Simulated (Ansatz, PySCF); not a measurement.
Molecule: dichloromethane, CH$_{2}$Cl$_{2}$, charge 0, multiplicity 1. SMILES: ClCCl
Structure (B3LYP-D3(BJ)/def2-TZVP (Ansatz, a quantum-chemistry and plane-wave program) minimum search):
```xyz
5

C      0.0039     0.0052     0.7673
Cl    -0.0175     1.4825    -0.2263
Cl     0.0153    -1.4855    -0.2061
H     -0.8904    -0.0005     1.3784
H      0.9045     0.0193     1.3690
```
Charge 0, spin multiplicity 1.

Wanted: atomisation energy (electronic, to ground-state atoms), in kcal/mol. Correlated levels leave the core frozen unless marked. UHF or UKS for open shells. No spin-orbit coupling. Non-relativistic. The coupled-cluster limit lacks core correlation, which all-electron functionals hold. Basis-set limits of correlation are two-point, X^-3; Hartree-Fock from the larger set. The bracket is a focal-point correction in the basis named.

```tsv
level	program	atomisation energy (kcal/mol)
PBE-D4/def2-TZVPD	Ansatz + dftd4	…
BLYP-D3(BJ)/def2-TZVPD	Ansatz + dftd3	…
BP86-D3(BJ)/def2-TZVPD	PySCF + dftd3	385.0
BP86/def2-TZVPD	PySCF	381.2
r2SCAN-D4/def2-TZVPD	Ansatz + dftd4	372.8
B3LYP-D4/def2-TZVPD	Ansatz + dftd4	367.3
BHLYP-D3(BJ)/def2-TZVPD	Ansatz + dftd3	355.2
r2SCANh-D4/def2-TZVPD	Ansatz + dftd4	370.0
MN15-D3(BJ)/def2-TZVPD	PySCF + dftd3	372.0
MN15/def2-TZVPD	PySCF	372.0
CAM-B3LYP-D3(BJ)/def2-TZVPD	Ansatz + dftd3	367.5
LC-wPBE-D3(BJ)/def2-TZVPD	Ansatz + dftd3	368.9
B2PLYP-D3(BJ)/def2-TZVPD	Ansatz + dftd3	365.5
CCSD(T) with core electrons (1s frozen past Ne)/cc-pwCVTZ	Ansatz	360.3
RI-MP2/CBS(aug-cc-pV(T+d)Z,aug-cc-pV(Q+d)Z)+[CCSD(T)-MP2]/aug-cc-pV(T+d)Z	Ansatz	…
```

### Question
Complete the blanks.

### Answer

- PBE-D4/def2-TZVPD, atomisation energy (kcal/mol): 382.7
- BLYP-D3(BJ)/def2-TZVPD, atomisation energy (kcal/mol): 367.7
- RI-MP2/CBS(aug-cc-pV(T+d)Z,aug-cc-pV(Q+d)Z)+[CCSD(T)-MP2]/aug-cc-pV(T+d)Z, atomisation energy (kcal/mol): 371.4
